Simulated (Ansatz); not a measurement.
# One shape, several levels: SiNH2Cl (SMILES N[Si]Cl)

Aim: a comparison of 6 runs (HF/STO-3G, PBE0/STO-3G, UPBE/STO-3G, r2SCAN/STO-3G, MP2/STO-3G, CCSDTQ/STO-3G) of SiNH2Cl. 

Program for the calculation: Ansatz 0.2.0.

66 further runs of the same task are left out: 66 set aside as unsound or not needed.

**1. The molecule**

The species is SiNH2Cl (5 atoms), meant as a singlet with charge 0. SMILES: `N[Si]Cl`. The H4–N1 distance was set to 2.523 Å, away from the relaxed value. At this shape a bond of the SMILES string is far longer than usual.

Bond lengths: N1–Si2 1.701 Å, Si2–Cl3 2.104 Å, N1–H5 1.010 Å. Angles: N1–Si2–Cl3 98.2°, Si2–N1–H5 126.0°.

**2. A single-point energy at HF/STO-3G (run 1)**

Input file job.yaml:

```yaml
crystal:
  periodic: [false, false, false]
  atoms:
    - {symbol: "N", position_ang: [0.339459, -0.849426, -0.243650]}
    - {symbol: Si, position_ang: [0.371459, -1.774626, 1.182850]}
    - {symbol: Cl, position_ang: [1.136659, -3.557326, 0.367550]}
    - {symbol: H, position_ang: [-0.473300, 1.538600, -0.227400]}
    - {symbol: H, position_ang: [0.626259, -1.162226, -1.159750]}
basis:
  gaussian: {orbitals: STO-3G}
accuracy: high
magnetization: {spin_polarized: false, initial_magnetization: 0}
hamiltonian: {xc: hf}
```

On the command line:

```console
$ ansatz run job.yaml --threads 1 --pin off --max-ram 2610MiB --events-out events.jsonl --progress --plain --runs-dir runs
```

Standard output:

```text
Warning: RAYON_NUM_THREADS=1 ignored (pool sized by the plan → 1); use --threads N
Functional definition: HF
  name "HF"
  exchange = exact_x
  correlation = 0
453 factors; integrals over basis functions are off by at most 1.1e-8 eV
mean field evaluation 1: about -21622.0853 eV, gradient 2.7e1 eV
mean field evaluation 2: about -21622.1487 eV, gradient 2.7e1 eV
mean field evaluation 4: about -21626.2294 eV, gradient 2.6e0 eV
mean field evaluation 8: about -21626.3707 eV, gradient 8.2e-2 eV
mean field evaluation 16: about -21626.3674 eV, gradient 2.8e-8 eV
mean field -21626.36738350 eV, -794.7543424653 hartree, gradient 2.8e-8 eV, S^2 0.000000; 0 other end points of the search recorded, 0 dependent functions left out
reference -21626.36738350 eV, -794.7543424653 hartree; 20, 20 occupied and 5, 5 virtual orbitals, 453 factors
Total energy: -21626.36738350 eV, -794.7543424653 hartree
```

Wall time 0.28 s (1 thread of Arm Neoverse V1, shared host).

**3. A single-point energy at PBE0/STO-3G (run 2)**

Input file run.yaml:

```yaml
basis:
  gaussian: {orbitals: STO-3G}
crystal:
  periodic: [false, false, false]
  atoms:
    - {symbol: "N", position_ang: [0.339459, -0.849426, -0.243650]}
    - {symbol: Si, position_ang: [0.371459, -1.774626, 1.182850]}
    - {symbol: Cl, position_ang: [1.136659, -3.557326, 0.367550]}
    - {symbol: H, position_ang: [-0.473300, 1.538600, -0.227400]}
    - {symbol: H, position_ang: [0.626259, -1.162226, -1.159750]}
hamiltonian: {xc: pbe0}
accuracy: high
```

On the command line:

```console
$ ansatz run run.yaml --threads 1 --pin off --max-ram 2610MiB --events-out events.jsonl --progress --plain --runs-dir runs
```

Standard output:

```text
Warning: RAYON_NUM_THREADS=1 ignored (pool sized by the plan → 1); use --threads N
Functional definition: PBE0
  name "PBE0"
  parameter a = 0.25
  parameter kappa = 0.804
  parameter beta = 0.06672455060314922
  exchange = (1 - a)*pbe_x(kappa = kappa, mu = beta*pi^2/3) + a*exact_x
  correlation = pbe_c(beta = beta)
453 factors; integrals over basis functions are off by at most 1.1e-8 eV
mean field evaluation 1: about -21654.1103 eV, gradient 3.5e1 eV
mean field evaluation 2: about -21603.2220 eV, gradient 1.1e2 eV
mean field evaluation 4: about -21659.4050 eV, gradient 1.2e1 eV
mean field evaluation 8: about -21660.0448 eV, gradient 1.4e0 eV
mean field evaluation 16: about -21660.0462 eV, gradient 7.6e-5 eV
mean field -21660.04619034 eV, -795.9920157883 hartree, gradient 2.4e-8 eV, S^2 0.000000; 0 other end points of the search recorded, 0 dependent functions left out
reference -21660.04619188 eV, -795.9920158449 hartree; 20, 20 occupied and 5, 5 virtual orbitals, 453 factors
Total energy: -21660.04619188 eV, -795.9920158449 hartree
```

Wall time 1.5 s (1 thread of Arm Neoverse V1, shared host); peak memory 0.1 GiB.

Run 3 isn't shown in full; the table further down has it.

**4. A single-point energy at r2SCAN/STO-3G (run 4)**

Input file input.yaml:

```yaml
crystal:
  periodic: [false, false, false]
  atoms:
    - symbol: "N"
      position_ang: [0.339459, -0.849426, -0.243650]
    - symbol: Si
      position_ang: [0.371459, -1.774626, 1.182850]
    - symbol: Cl
      position_ang: [1.136659, -3.557326, 0.367550]
    - symbol: H
      position_ang: [-0.473300, 1.538600, -0.227400]
    - symbol: H
      position_ang: [0.626259, -1.162226, -1.159750]
basis:
  gaussian:
    orbitals: STO-3G
total_charge: 0
magnetization:
  spin_polarized: false
  initial_magnetization: 0
hamiltonian:
  xc: {name: r2SCAN}
accuracy: high
```

On the command line:

```console
$ ansatz run input.yaml --threads 1 --pin off --max-ram 2610MiB --events-out events.jsonl --progress --plain --runs-dir runs
```

Standard output:

```text
Warning: RAYON_NUM_THREADS=1 ignored (pool sized by the plan → 1); use --threads N
Functional definition: r2SCAN
  name "r2SCAN"
  parameter k0 = 0.174
  parameter k1 = 0.065
  parameter a1 = 4.9479
  exchange = r2scan_x(k0 = k0, k1 = k1, a1 = a1)
  correlation = r2scan_c
453 factors; integrals over basis functions are off by at most 1.1e-8 eV
mean field evaluation 1: about -21650.7701 eV, gradient 5.6e1 eV
mean field evaluation 2: about -21534.9990 eV, gradient 1.4e2 eV
mean field evaluation 4: about -21654.9335 eV, gradient 3.2e1 eV
mean field evaluation 8: about -21658.4054 eV, gradient 2.3e1 eV
mean field evaluation 16: about -21667.5746 eV, gradient 7.2e-2 eV
mean field -21667.57470180 eV, -796.2686834816 hartree, gradient 4.7e-8 eV, S^2 0.000000; 1 other end points of the search recorded, 0 dependent functions left out
reference -21667.57470222 eV, -796.2686834971 hartree; 20, 20 occupied and 5, 5 virtual orbitals, 453 factors
Total energy: -21667.57470222 eV, -796.2686834971 hartree
```

It took 4.8 s on 1 thread of Arm Neoverse V1, shared host; peak memory 0.15 GiB.

Run 5 isn't shown in full; the table further down has it.

**5. A single-point energy at CCSDTQ/STO-3G (run 6)**

Edit run.yaml of step 3 so:

```diff
@@ -1,3 +1 @@
-basis:
-  gaussian: {orbitals: STO-3G}
 crystal:
@@ -10,3 +8,10 @@
     - {symbol: H, position_ang: [0.626259, -1.162226, -1.159750]}
-hamiltonian: {xc: pbe0}
+basis:
+  gaussian:
+    orbitals: STO-3G
+correlation:
+  method: ccsdtq
+  frozen_orbitals: {Cl: 5, H: 0, "N": 1, Si: 5}
 accuracy: high
+scf:
+  omitted_lower_state_checks: [cluster_reference, increment]
```

On the command line:

```console
$ ansatz run run.yaml --threads 1 --pin off --max-ram 2610MiB --events-out events.jsonl --progress --plain --runs-dir runs
```

Standard output:

```text
Warning: RAYON_NUM_THREADS=1 ignored (pool sized by the plan → 1); use --threads N
[... 12 lines left out ...]
11 core orbitals not correlated: weight in the atoms' cores, before any rotation towards them, 1.000 or more for the frozen orbitals, at most 0.000 for the correlated occupied ones
[... 61 lines left out ...]
WARN: these amplitudes may be one of several solutions (largest doubles amplitude 0.70, level shift 10.51 eV)
Total energy: -21634.33648490 eV, -795.0472015401 hartree
Checks for a lower state left out: cluster_reference, increment
```

It took 19 s on 1 thread of Arm Neoverse V1, shared host; peak memory 0.15 GiB.

**6. Overview of the runs**

```tsv
run	level	frozen core orbitals	energy (Eh)	wall time
1	HF/STO-3G	–	-794.754342	0.28 s
2	PBE0/STO-3G	–	-795.992016	1.5 s
3	UPBE/STO-3G	–	-795.940288	8.7 s
4	r2SCAN/STO-3G	–	-796.268683	4.8 s
5	MP2/STO-3G	11	-794.964896	0.45 s
6	CCSDTQ/STO-3G	11	-795.047202	19 s
```

**7. Results**

| quantity | value |
| --- | --- |
| run 6: total energy | -795.04720 Eh |
| run 6: correlation energy (11 core orbitals frozen) | -292.9 mEh |
| run 6: T1 diagnostic | 0.027 |

In words: Below the HF energy at the same shape and in the same basis (STO-3G): MP2 -210.6 mEh; CCSDTQ -292.9 mEh. Totals of different functionals can't be ranked against each other. In runs 5, 6 the log says that unrestricted orbitals would lower the reference, so the values rest on an unstable closed-shell determinant (other closed-shell runs at this shape may share the fault). In runs 1, 2, 3, 4, 5, 6 the basis is minimal, so the values are rough. In runs 1, 2, 4, 5 a closed-shell determinant meets a far-stretched bond, which it describes badly. Spin contamination of the reference: run 3 ⟨S²⟩ = 0.90. Where it is this large, the reference is a mixture of spin states, and values that rest on it are in doubt. All runs together took 35 s, the longest 19 s.
